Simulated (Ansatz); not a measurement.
in.yaml

```yaml
crystal:
  periodic: [false, false, false]
  atoms:
    - {symbol: Si, position_ang: [0.000000, 0.000000, 0.911949]}
    - {symbol: N, position_ang: [0.000000, 0.000000, -3.311051]}
    - {symbol: H, position_ang: [0.000000, 0.000000, 2.399101]}
basis:
  gaussian: {orbitals: 6-31G}
magnetization: {spin_polarized: false}
hamiltonian: {xc: {name: B3LYP}}
correlation: {method: ccsd_t, electrons: outside_noble_gas, diis_vectors: 4}
```

```sh
$ ansatz run in.yaml --threads 1 --pin off --events-out ev --progress --plain --max-ram 2393MiB
```

Log:

```
304 factors; integrals over basis functions are off by at most 2.3e-4 eV
mean field evaluation 1: about -9362.3216 eV, gradient 4.2e1 eV
mean field evaluation 2: about -9362.3172 eV, gradient 4.2e1 eV
mean field evaluation 4: about -9365.0015 eV, gradient 2.7e1 eV
mean field evaluation 8: about -9367.5616 eV, gradient 2.5e1 eV
mean field evaluation 16: about -9371.4321 eV, gradient 2.2e0 eV
mean field evaluation 32: about -9371.5120 eV, gradient 1.3e-2 eV
mean field evaluation 64: about -9371.4829 eV, gradient 3.5e-2 eV
mean field evaluation 96: about -9371.5119 eV, gradient 1.4e-1 eV
mean field evaluation 128: about -9370.1620 eV, gradient 1.3e1 eV
mean field evaluation 160: about -9370.7550 eV, gradient 1.3e1 eV
...
cycle  30  -7.70252081 eV  change   -6.3e-6 eV  update   1.9e-5
cycle  31  -7.70252790 eV  change   -7.1e-6 eV  update   1.4e-5
cycle  32  -7.70252651 eV  change    1.4e-6 eV  update   1.1e-5
cycle  33  -7.70251099 eV  change    1.6e-5 eV  update   1.1e-5
cycle  34  -7.70248655 eV  change    2.4e-5 eV  update   9.0e-6
cycle  35  -7.70246081 eV  change    2.6e-5 eV  update   7.6e-6
cycle  36  -7.70244314 eV  change    1.8e-5 eV  update   5.0e-6
cycle  37  -7.70243122 eV  change    1.2e-5 eV  update   3.8e-6
cycle  38  -7.70241980 eV  change    1.1e-5 eV  update   3.0e-6
cycle  39  -7.70240995 eV  change    9.9e-6 eV  update   2.4e-6
perturbative correction -0.88996183 eV, -0.0327054940 hartree
WARN: these amplitudes may be one of several solutions (largest doubles amplitude 0.94, level shift 11.02 eV)
WARN: in the space of 8 natural orbitals, full CI finds another state of this spin 1.251 eV below this run's state, or below the method's energy where it doesn't find this run's state
Total energy: -9354.26202434 eV, -343.7627888481 hartree
```

Ran on 1 thread of Arm Neoverse V1, shared host: 5 s wall, 0.18 GiB peak host memory.
